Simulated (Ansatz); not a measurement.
**CHClF₂O: up Jacob's ladder to CCSD(T)**

The task here is to estimate one member of a computed series from the others.

Computed with Ansatz 0.2.0, Gaussian basis. Level: functionals in def2-TZVPP, the program's frozen cores in correlated methods.

Levels to be run: LDA (SPW92), PBE-D4, revPBE-D4, BLYP-D4, r2SCAN-D4, B97M-V, PBE0-D4, B3LYP-D4, r2SCANh-D4, r2SCAN0-D4, HSE06-D4, BHLYP-D4, CAM-B3LYP-D4, LC-ωPBE, ωB97X-V, ωB97M-V, B2PLYP, PBE-QIDH; CCSD(T)/def2-SVP; CCSD(T)/def2-TZVPP; MP2/def2-QZVPP; extrapolation to the limit; RPA on PBE.

## The relaxed structure

The geometry comes from an earlier relaxation with PBE0-D4 in a triple-zeta def2 set; it is a stationary point.

SMILES `OC(F)(F)Cl`, 6 atoms, charge 0, spin multiplicity 1.

Atoms are counted from 1 here; the program's logs count them from 0.

Bond lengths: O1–C2 1.342 Å, O1–H6 0.967 Å, C2–F3 1.344 Å, C2–F4 1.344 Å, C2–Cl5 1.755 Å. Angles: C2–O1–H6 108.3°, O1–C2–F3 111.6°, O1–C2–F4 111.6°, O1–C2–Cl5 109.0°, F3–C2–F4 105.8°, F3–C2–Cl5 109.4°, F4–C2–Cl5 109.4°.

As a file:

| atom | x (Å) | y (Å) | z (Å) |
| --- | --- | --- | --- |
| O1 | 0.1087 | 0.3307 | 1.0413 |
| C2 | 0.0255 | 0.0144 | -0.2606 |
| F3 | -1.2345 | -0.2904 | -0.6154 |
| F4 | 0.7611 | -1.0715 | -0.5536 |
| Cl5 | 0.5881 | 1.3757 | -1.2157 |
| H6 | -0.2068 | -0.4229 | 1.5578 |

Set-up of the first run:

Contents of in.yaml:

```yaml
crystal:
  periodic: [false, false, false]
  atoms:
    - {symbol: O, position_ang: [0.108717, 0.330710, 1.041256]}
    - {symbol: C, position_ang: [0.025461, 0.014403, -0.260606]}
    - {symbol: F, position_ang: [-1.234487, -0.290437, -0.615378]}
    - {symbol: F, position_ang: [0.761149, -1.071462, -0.553581]}
    - {symbol: Cl, position_ang: [0.588076, 1.375689, -1.215667]}
    - {symbol: H, position_ang: [-0.206816, -0.422902, 1.557776]}
basis:
  gaussian: {orbitals: def2-TZVPP}
hamiltonian: {xc: lda}
output: {orbitals: {seedname: orbitals}}
```

The run is started by

```bash
ansatz run in.yaml --threads 2 --pin off --events-out ev --progress --plain --max-ram 4352MiB
```

Steps of the session up to this table: LDA; PBE-D4 (GGA); revPBE-D4 (GGA); BLYP-D4 (GGA); r2SCAN-D4 (meta-GGA); B97M-V (meta-GGA); B3LYP-D4 (hybrid); r2SCANh-D4 (hybrid); r2SCAN0-D4 (hybrid); HSE06-D4 (hybrid); BHLYP-D4 (hybrid); CAM-B3LYP-D4 (range-separated); LC-ωPBE (range-separated); ωB97X-V (range-separated); ωB97M-V (range-separated); B2PLYP (double hybrid); PBE-QIDH (double hybrid).

One of the session's tables, all rows but one given; the rest of the session is left out.

It belongs to the step «Orbital energies across the functionals». 

| functional | HOMO (eV) | gap (eV) |
| --- | --- | --- |
| LDA (SPW92) | -8.16 | 7.08 |
| PBE-D4 | -7.99 | 7.13 |
| revPBE-D4 | -7.92 | 7.15 |
| BLYP-D4 | -7.86 | 7.02 |
| r2SCAN-D4 | -8.40 | 7.86 |
| B97M-V | -8.52 | 8.05 |
| PBE0-D4 | -9.59 | 9.84 |
| B3LYP-D4 | -9.30 | 9.18 |
| r2SCANh-D4 | -8.98 | 8.86 |
| r2SCAN0-D4 | -9.85 | 10.34 |
| HSE06-D4 | ? | ? |
| BHLYP-D4 | -11.03 | 12.19 |
| CAM-B3LYP-D4 | -11.05 | 12.27 |
| LC-ωPBE | -12.50 | 15.11 |
| ωB97X-V | -12.10 | 14.54 |
| ωB97M-V | -11.94 | 13.98 |

Q: Estimate the row for HSE06-D4 from the others.

**Answer.** HOMO (eV): -9.17; gap (eV): 9.05. In the column «HOMO (eV)» it lies between B3LYP-D4 (-9.30) and r2SCANh-D4 (-8.98).
